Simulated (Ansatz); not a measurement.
C₃H₅NO, SMILES `COCC#N`, relaxed with RKS PBE0-D4/def2-TZVP in Ansatz from a GFN2-xTB geometry. The force threshold is 0.005 eV/Å; the program also tests the step.

The species carries charge 0 and has multiplicity 1.

Start:

```xyz
10

C     1.251    0.244    0.853
O     0.636   -0.157   -0.344
C    -0.768   -0.068   -0.292
C    -1.333   -0.487   -1.559
N    -1.797   -0.818   -2.548
H     0.929   -0.380    1.697
H     1.032    1.294    1.084
H     2.321    0.121    0.700
H    -1.178   -0.718    0.502
H    -1.094    0.969   -0.093
```

```json
{"step": "1", "energy (eV)": "-6723.1325", "largest force (eV/Å)": "0.671", "largest move (Å)": "0.000"}
{"step": "2", "energy (eV)": "-6723.1419", "largest force (eV/Å)": "0.198", "largest move (Å)": "0.015"}
{"step": "3", "energy (eV)": "-6723.1432", "largest force (eV/Å)": "0.044", "largest move (Å)": "0.008"}
{"step": "4", "energy (eV)": "-6723.1433", "largest force (eV/Å)": "0.013", "largest move (Å)": "0.004"}
{"step": "5", "energy (eV)": "-6723.1433", "largest force (eV/Å)": "0.004", "largest move (Å)": "0.007"}
```

End:

```xyz
10

C     1.244    0.240    0.849
O     0.641   -0.163   -0.355
C    -0.749   -0.066   -0.291
C    -1.329   -0.491   -1.561
N    -1.819   -0.818   -2.546
H     0.921   -0.389    1.689
H     1.012    1.288    1.083
H     2.320    0.135    0.718
H    -1.164   -0.701    0.507
H    -1.076    0.966   -0.092
```

Hardware: 2 threads of an AMD EPYC 7R13 on a shared host and a share of an NVIDIA H100 80 GB. Wall time 31 s, peak host memory 0.8 GiB.
